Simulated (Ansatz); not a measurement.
```yaml
crystal:
  periodic: [false, false, false]
  atoms:
    - {symbol: F, position_ang: [-0.622430, -0.158519, -0.390060]}
    - {symbol: C, position_ang: [-0.622430, -0.458519, -0.390060]}
    - {symbol: Al, position_ang: [0.823419, 0.547560, 0.518882]}
    - {symbol: H, position_ang: [-0.288939, -0.776963, -1.387615]}
    - {symbol: H, position_ang: [-0.902239, -1.381507, 0.159324]}
    - {symbol: H, position_ang: [0.617000, 2.033086, 0.976486]}
    - {symbol: H, position_ang: [2.142549, -0.280084, 0.825990]}
basis:
  gaussian: {orbitals: 6-31G, point_charges: [{charge: 2.00, position_ang: [5.709, 0.172, -0.269]}]}
hamiltonian: {xc: {name: r2SCANh}, pseudopotentials: {relativity: scalar}}
```

```sh
$ ansatz run in.yaml --threads 2 --pin off --events-out ev --progress --plain --max-ram 4352MiB
```

Shortened log:

```
Functional definition: r2SCANh
476 factors; integrals over basis functions are off by at most 1.8e-4 eV
mean field evaluation 1: about -9751.3948 eV, gradient 4.2e1 eV
mean field evaluation 2: about -9649.8764 eV, gradient 1.5e2 eV
mean field evaluation 4: about -9761.5565 eV, gradient 7.2e0 eV
mean field evaluation 8: about -9761.7682 eV, gradient 5.4e-1 eV
mean field evaluation 16: about -9761.7686 eV, gradient 2.2e-5 eV
a density is far from that of the atoms, so the factors are made again for it
531 factors; integrals over basis functions are off by at most 3.0e-5 eV
mean field -9761.76853402 eV, -358.7383768608 hartree, gradient 2.4e-5 eV, S^2 0.000000; 0 other end points of the search recorded, 0 dependent functions left out
reference -9761.76854621 eV, -358.7383773088 hartree; 16, 16 occupied and 23, 23 virtual orbitals, 531 factors
Total energy: -9761.76854621 eV, -358.7383773088 hartree
Relativity: scalar
```

**Question.** Something in this input is off. What?

**Answer.** One atom was put on top of another. The run converged. The result belongs to that input, not to the molecule as meant.
